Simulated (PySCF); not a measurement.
One of the candidates below gave these computed data.

All candidates are C3H6F2.

* Rotational structure: rotational constants A, B, C: 5.192, 4.869, 4.843 GHz [PBE0-D3(BJ)/def2-SVP]
* Couplings: largest of the computed one-bond spin–spin couplings (means over like bonds): 19F–13C -292.1 (×2), 13C–1H +134.9 (×6), 13C–13C +50.1 (×2) Hz [B3LYP/pcJ-1, spin–dipole term left out for some pairs]
* Dipole: 2.21 D [PBE0-D3(BJ)/def2-SVP]
* XPS: C1s 291.3 (×2), C1s 295.5, F1s 692.8 (×2) eV [ΔSCF SCAN, pcX-2 on the ionised atom, pcseg-1 elsewhere, spin-free X2C]

Electronic properties: PySCF, gas phase, density fitting. Levels stand in brackets. Isolated species at its PBE0-D3(BJ)/def2-SVP geometry, gas phase.

Task: Which candidate is it?
A. `C[C@H](F)CF`
B. `CC(C)(F)F`
C. `FCCCF`

Result: B. It is `CC(C)(F)F`. Numbering: `[CH3:1][C:2]([CH3:3])([F:4])[F:5]`. Its formula, C3H6F2, gives 0 degrees of unsaturation, so no ring and no π bond. The couplings run between: -292.1 Hz, fluorine of a CF2 group [F4] and CF2 carbon [C2] (with 1 like pair); +134.9 Hz, methyl carbon [C1] and its hydrogen (with 5 like pairs); +50.1 Hz, methyl carbon [C1] and CF2 carbon [C2] (with 1 like pair). The core levels belong to: C1s 291.3 eV, methyl carbon [C1/C3]; C1s 295.5 eV, CF2 carbon [C2]; F1s 692.8 eV, fluorine of a CF2 group [F4/F5]. The optimised geometry has point group C2v and is an asymmetric top.

The others, at the same levels:
- `FCCCF` fails: its computed core binding energies are C1s 291.3, C1s 293.3 (×2), F1s 692.6 (×2) eV, rotational constant A is 9.133 GHz (against 5.192 GHz) and smallest rotational constant is 2.806 GHz (against 4.843 GHz).
- `C[C@H](F)CF` fails: its computed core binding energies are C1s 291.4, C1s 293.4, C1s 293.4, F1s 692.4, F1s 692.7 eV, rotational constant A is 8.574 GHz (against 5.192 GHz) and smallest rotational constant is 2.732 GHz (against 4.843 GHz).

Each candidate is one conformer, not necessarily the lowest. Dipoles, sizes and rotational constants follow the conformer. The torsions of the flexible species, by atom-mapped SMILES:
- `[F:1][CH2:2][CH2:3][CH2:4][F:5]`: F1–C2–C3–C4 61°, C2–C3–C4–F5 62°
- `[CH3:1][C@H:2]([F:3])[CH2:4][F:5]`: C1–C2–C4–F5 -173°

One-bond C–F couplings are unscaled; at this level they come out some 30 % too large in size.
